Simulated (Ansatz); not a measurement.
We consider hcp Os, described by PBE-D4 in Ansatz (PAW).

Settings: plane-wave cutoff 520 eV, 24×24×14 k mesh (along the axes of the cell as run), Fermi–Dirac smearing 0.05 eV, no spin polarisation, scalar-relativistic PAW data made under PBE.

Response to compression and expansion:

Shape and atoms are relaxed at each volume.

```json
[
 {"V (Å³/atom)": "13.463", "P (GPa)": "18.88", "c (Å)": "4.270", "a (Å)": "2.698"},
 {"V (Å³/atom)": "13.744", "P (GPa)": "8.90", "c (Å)": "4.296", "a (Å)": "2.718"},
 {"V (Å³/atom)": "14.024", "P (GPa)": "0.00", "c (Å)": "4.322", "a (Å)": "2.737"},
 {"V (Å³/atom)": "14.305", "P (GPa)": "-7.92", "c (Å)": "4.348", "a (Å)": "2.756"},
 {"V (Å³/atom)": "14.585", "P (GPa)": "-14.97", "c (Å)": "4.373", "a (Å)": "2.775"}
]
```

Note: the bulk modulus comes from volumes at which shape and atoms were relaxed.

Ansatz is an electronic-structure program.
